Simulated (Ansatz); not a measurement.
Relaxation of C2H6Cl (9 atoms, charge -1, multiplicity 1), to a largest force component of 0.02 eV/Å in at most 40 steps.

These are results of Ansatz 0.2.0, RHF/def2-SVP, not measurements.

```xyz
9
Properties=species:S:1:pos:R:3
Cl -0.078 -0.144 -3.482
C 0.555 0.384 0.815
C -0.539 -0.353 0.060
H 0.398 0.339 1.895
H 1.527 -0.049 0.591
H 0.578 1.429 0.515
H -0.376 -0.271 -1.012
H -1.516 0.071 0.289
H -0.549 -1.407 0.328
```

Question: Where does it end, and by what steps?

Answer: The run converged. Limits of this set-up: an anion without diffuse functions. After 10 steps the energy has fallen by 0.056 eV; Cl1 moved furthest, 0.98 Å.

```tsv
step	energy less start (eV)	largest force component (eV/Å)	accepted
0	0.0000	0.247	yes
1	-0.0181	0.080	yes
2	-0.0246	0.102	yes
3	-0.0271	0.040	yes
4	-0.0288	0.034	yes
5	-0.0330	0.104	yes
6	-0.0398	0.155	yes
7	-0.0494	0.168	yes
8	-0.0547	0.138	yes
9	-0.0254	0.838	no
10	-0.0557	0.010	yes
```

```xyz
9
Properties=species:S:1:pos:R:3
Cl 0.665 0.329 -3.045
C 0.532 0.363 0.561
C -0.708 -0.451 0.220
H 0.671 0.479 1.643
H 1.417 -0.105 0.134
H 0.471 1.349 0.101
H -0.774 -0.523 -0.865
H -1.619 0.020 0.606
H -0.656 -1.461 0.644
```

Whether the end is a true minimum wasn't checked by a vibrational analysis.

The run took 9.7 s on 1 thread of Arm Neoverse V1 (shared host), peak memory 0.12 GiB.
